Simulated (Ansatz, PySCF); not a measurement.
System (SMILES): N1CC1.
Geometry (B3LYP-D3(BJ)/def2-TZVP, fixed):
```
C
H 1 1.0830
H 1 1.0841 2 114.71
N 1 1.4686 2 114.80 3 -142.73
H 4 1.0144 1 110.39 2 146.03
C 4 1.4686 5 110.39 1 -65.01
H 6 1.0830 4 114.80 5 -146.03
H 6 1.0841 7 114.71 4 -142.73
```

Near-linear dependence at HF/6-311++G(2d,2p) with PySCF (spherical functions, density fitting): canonical orthogonalisation drops combinations whose overlap eigenvalue lies under the threshold. The set has 131 functions.

| threshold | orbitals kept | energy minus last row (mEh) |
|---|---|---|
| 1e-3 | ___ | ___ |
| 1e-4 | ___ | ___ |
| 1e-5 | ___ | ___ |
| 1e-6 | 131 | 0.000 |
| 1e-7 | 131 | 0.000 |
| 1e-9 | 131 | 0.000 |

What belongs in the gaps?


- 1e-3, orbitals kept: 128
- 1e-3, energy minus last row (mEh): 0.108
- 1e-4, orbitals kept: 130
- 1e-4, energy minus last row (mEh): 0.037
- 1e-5, orbitals kept: 131
- 1e-5, energy minus last row (mEh): 0.000

The smallest overlap eigenvalue is 7.1e-05. Ansatz (a first-principles code) at its default drops 0 functions.
